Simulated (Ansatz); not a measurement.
# How far each method lies from full CI for [H···H···O], triplet

Geometry: a point of a hydrogen-transfer path between rigid fragments, not a stationary point.

```xyz
3

H     0.0000    0.0000   -0.8863
H     0.0000    0.0000   -0.1933
O     0.0000    0.0000    1.0797
```

Basis cc-pVDZ; Ansatz 0.2.0. Only valence electrons are correlated (noble-gas cores frozen), which leaves 8 electrons in 23 orbitals. Prefix R: restricted or restricted open-shell reference; prefix U: unrestricted. Active spaces: pair = (4e, 4o) about the gap; valence = (8e, 6o) chosen from the atoms' valence shells.

Full CI is exact within this basis and frozen core; it isn't the basis-set limit. The frozen core follows each run's orbitals, which can shift R against U totals by a few meV.

For open shells CISD is restricted-active-space CI with the open shells as a complete middle space.

```
UHF ⟨S²⟩                          : 2.019
T1 diagnostic (RCCSD)             : 0.0303
largest doubles amplitude (RCCSD) : 0.060
T1 diagnostic (UCCSD)             : 0.0168
```

| level | E − E(full CI) (kcal/mol) | share of correlation (%) | wall time |
| --- | --- | --- | --- |
| RHF | 110.83 | 0.00 | – |
| UHF | 105.00 | 5.26 | – |
| RMP2 | 16.61 | 85.01 | – |
| UMP2 | 16.08 | 85.49 | – |
| CISD | 5.07 | 95.42 | 1.2 s |
| RCCSD | 1.43 | 98.71 | – |
| UCCSD | 1.34 | 98.79 | – |
| RCCSD(T) | 0.25 | 99.77 | 0.85 s |
| UCCSD(T) | 0.23 | 99.80 | 0.71 s |
| BCCD(T) | 0.28 | 99.75 | 0.91 s |
| RCCSDT | 0.09 | 99.92 | – |
| UCCSDT | 0.06 | 99.95 | – |
| RCCSDT(Q) | 0.00 | 100.00 | 4.4 s |
| UCCSDT(Q) | -0.03 | 100.03 | 4.1 s |
| RCCSDTQ | -0.01 | 100.01 | 9 s (H100) |
| UCCSDTQ | -0.04 | 100.04 | 13 s (H100) |
| CASSCF (pair space) | 97.48 | 12.04 | – |
| NEVPT2 (pair space) | 13.80 | 87.55 | 0.64 s |
| CASSCF (valence space) | 95.89 | 13.48 | – |
| NEVPT2 (valence space) | 18.74 | 83.09 | 0.3 s |
| MRCISD (valence space) | 3.87 | 96.51 | – |
| MRCISD+Q (valence space) | 0.25 | 99.77 | 1 s |

The correlation energy at full CI, counted from RHF, is -4.806 eV. That run took 4.8 s on 2 threads of AMD EPYC 7R13 with a shared H100 80 GB, shared host over 19,602,700 determinants.

Times hold each run's SCF and search for its determinant on a shared host, so for small cases they say little of a method's own cost; rows without a card ran on 1 thread of AMD EPYC 7R13.

The full-CI state has the irrep B2 of C2v, in the program's axes (one component, if the state is degenerate).

Natural occupations of full CI about the gap: 1.980 1.975 1.962 0.998 0.994 0.023 0.017 0.009 0.007 0.006; effectively unpaired electrons, Σ n²(2−n)², 2.01.
